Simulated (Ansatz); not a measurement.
N2: the interaction energy of a dimer with the counterpoise correction, run with Ansatz 0.2.0, Python API.

Script `dimer_n2.py`:
```python
"""Binding of a N2 dimer at a trial geometry."""

import ansatz as az

FIRST = [
    ("N", (0.0, 0.0, -0.655)),
    ("N", (0.0, 0.0, 0.655)),
]
SECOND = [
    ("N", (2.7864, 0.2663, 0.8357)),
    ("N", (2.7447, 1.5592, 1.0427)),
]

def energy(atoms, ghosts=()):
    molecule = az.Crystal.molecule()
    for symbol, xyz in atoms:
        molecule = molecule.atom(symbol, xyz)
    calc = (
        molecule.calculation()
        .basis(gaussian="cc-pVDZ")
        .functional("hf")
    )
    deck = calc.input()
    if ghosts:
        deck = deck.set(az.key.basis.gaussian.ghost_atoms, [{"symbol": s, "position_ang": list(xyz)} for s, xyz in ghosts])
    return az.Session.from_dict(deck).plan().execute().report["free_energy_ev"]

# ghost atoms carry the functions of the partner
both = energy(FIRST + SECOND)
alone = energy(FIRST) + energy(SECOND)
ghosted = energy(FIRST, SECOND) + energy(SECOND, FIRST)
print(f"dimer {both:.6f} eV")
print(f"interaction, uncorrected   {23.060548 * (both - alone):8.3f} kcal/mol")
print(f"interaction, counterpoise  {23.060548 * (both - ghosted):8.3f} kcal/mol")
print(f"basis-set superposition    {23.060548 * (alone - ghosted):8.3f} kcal/mol")
```

How large is the interaction at this pose, and how much of it is basis-set superposition?

Uncorrected it is 2.463 kcal/mol, with the counterpoise correction 3.415 kcal/mol; the difference, 0.95 kcal/mol, is the superposition error. In this basis both values are repulsive.

The output:

```console
$ python dimer_n2.py
dimer -5923.049090 eV
interaction, uncorrected      2.463 kcal/mol
interaction, counterpoise     3.415 kcal/mol
basis-set superposition       0.953 kcal/mol
```

Notes:
- Total energies depend on the basis set; only differences at equal settings carry meaning.
- The dimer is a generated trial pose of unrelaxed monomers, not a minimum, so the figure is no binding energy, and the basis set is small.
- Hartree-Fock leaves correlation out, so bond, atomisation and ionisation energies come out well too low.
- This level lacks the dispersion part of the attraction (electrostatics and induction are there), which can decide the sign where the interaction is weak.
- The spin state was assumed, and another may lie lower.
- Finished in 1.1 s on 1 thread of Arm Neoverse V1 (shared host), peak memory 0.15 GiB.
